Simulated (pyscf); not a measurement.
7 gas-phase steps of one pattern: four-centre exchange on the singlet surface, Ge–O + H–H or H–H + O–Si or H–H + O–Sn or H–H + Se–Si or H–H + S–Si broken and Ge–H + H–O or H–O + H–Si or H–O + H–Sn or H–S + H–Si or H–Se + H–Si formed. Optimised with ωB97X-D3(BJ)/def2-SVP in PySCF. Electronic energies in kcal/mol, from the separated reactants; ΔE‡ at ωB97M-D3(BJ)/def2-TZVP, beside the barrier at PBE/def2-TZVP on the same structures. Rows were drawn at random from the steps of this pattern with a verified saddle, stable references and no exit in the data more than 5 kcal/mol lower.

```tsv
row	step	ΔE‡(PBE)	ΔE‡
1	H₃C–SnH₂–OH + H₂ → H₃C–SnH₃ + H₂O	29.1	34.0
2	HO–GeH₂–AsH₂ + H₂ → H₃Ge–AsH₂ + H₂O	38.8	44.7
3	H₃Si–S–SiH₃ + H₂ -> SiH₄ + H₃Si–SH	48.3	55.7
4	H₃Si–Se–SiH₃ + H₂ -> SiH₄ + H₃Si–SeH	47.9	55.1
5	HS–SiH₂–SH + H₂ → H₃Si–SH + H₂S	45.2	?
6	HO–SiH(Br)–Br + H₂ → Br–SiH₂–Br + H₂O	48.4	53.8
7	F–SiH₂–O–SiH₃ + H₂ → F–SiH₃ + HO–SiH₃	47.6	52.9
```

Fit ΔE‡ = a + b·ΔE‡(PBE) to the other rows and predict row 5.

Over the 6 complete rows the means are +43.4 (ΔE‡(PBE)) and 49.4 (ΔE‡); least squares gives b = 1.07 and a = 3.0 kcal/mol, with residuals of 0.8 kcal/mol (root mean square; largest 1.0, row 7). For row 5: 3.0 + 1.07 × (+45.2) = 51.4 kcal/mol. The computed barrier is 54.5 kcal/mol, 3.1 over the line. The line follows the complete rows closely but misses this one by more than their scatter. Each barrier is that of the saddle found. Elements up to Kr have no core potential and no relativistic terms here. Elements past Kr carry the def2 core potentials, without spin-orbit coupling.
